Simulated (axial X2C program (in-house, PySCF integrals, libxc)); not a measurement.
## Which molecule has these constants?

Computed with an in-house all-electron X2C program for linear molecules (integrals from PySCF), spin-free (one-electron X2C) or two-component (2c: spin–orbit coupling with atomic mean-field Coulomb and Gaunt terms, which also bring small scalar terms), in Dyall basis sets with cores contracted in-house; open shells are unrestricted.

A two-component CCSD(T) calculation in a Dyall 3-zeta basis gave Re = 1.581 Å, ωe = 889.0 cm⁻¹, De = 5.83 eV, Ω = 0.

Question: Which molecule is it?
A. NaF
B. HF
C. LiF

Answer: C. The others have HF 0.921 Å and 4111.3 cm⁻¹ (Ω = 0); NaF 1.952 Å and 517.9 cm⁻¹ (Ω = 0).

Frozen shells (counts by l): LiF F 1s, Li 1s, 8 electrons correlated; HF F 1s, H none, 8 electrons correlated; NaF Na 2s1p, F 1s, 8 electrons correlated. Coupled cluster in natural virtuals with an MP2 remainder. Where the outer core of a metal is frozen, bonds come out longer and ionisation energies lower.

Each entry is the lowest single determinant of a limited PBE0 search at one distance. De goes to single-determinant-based atoms at the same level (for ions the charge split of lowest energy) and is withheld (n/a) where an atom does not fit its ground term or J level. Main or longest-lived isotopes.
